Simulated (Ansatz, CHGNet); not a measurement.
Elastic constant C12 (GPa) of 25 elemental solids other than molecular ones, computed with the machine-learned potential CHGNet-r²SCAN (trained on r²SCAN data) and with PBE in Ansatz (plane waves, PAW). The set holds measured phases with no doubt noted on the run or the magnetic state but for the caveats below. 6 more of the class have both values but aren't in it, for one of these reasons: built or high-temperature cells, doubts on the run or the magnetic state, unlike cells, values of zero, layered or molecular crystals. Solids without a value at one level (not run, failed, or a magnetic order lost), or held back for tests, aren't counted.

All rows, in order of the shift (worked out from unrounded values):

```csv
solid,CHGNet-r²SCAN,PBE,shift (%)
hcp Be,66.8,21.2,-68
diamond,331,125,-62
hcp Cd,79.6,38.4,-52
hcp Os,443,220,-50
bcc K,5.85,3.42,-42
fcc Ir,366,229,-37
hcp Ti,126,82.7,-34
fcc Ni,210,157,-26
hcp Co,225,169,-25
fcc Sr,12.5,9.82,-22
fcc Ag,103,81.0,-22
hcp Zr,82.6,65.0,-21
diamond-structure Si,71.2,56.7,-20
hcp Sc,46.4,37.7,-18.7
fcc Cu,145,123,-15.2
α-phase Ga,30.7,26.3,-14.3
hcp Mg,26.4,24.2,-8.4
fcc Ca,16.2,14.9,-8.4
hcp Tl,22.7,24.4,+7.3
bcc Na,6.67,7.22,+8.2
fcc Al,56.9,64.6,+13.5
fcc Pb,29.7,35.7,+20
hcp Y,19.5,25.0,+29
white tin (β-Sn),42.6,55.7,+31
bcc Li,7.40,13.1,+77
```

The shift from CHGNet-r²SCAN to PBE has a median of -20 %, and eight in ten lie between -51 % and +25 %; PBE is the larger in 7 of 25. Each level is at its own cell, so the shift holds the change of volume too.

Ansatz's runs of these crystals have no spin polarisation, but for hcp Co, fcc Ni.

Density-functional runs with spin start from parallel moments for hcp Co, parallel moments for fcc Ni.

Spin–orbit coupling is left out, also for the solids with elements from indium on (hcp Os, white tin (β-Sn), hcp Tl, fcc Ir, fcc Pb); its size isn't shown.

Each level is taken at its own relaxed cell. Ansatz's density-functional and Hartree–Fock values are scalar-relativistic unless marked +SOC, with PAW data made under PBE.

Ansatz is a quantum-chemistry and plane-wave program.
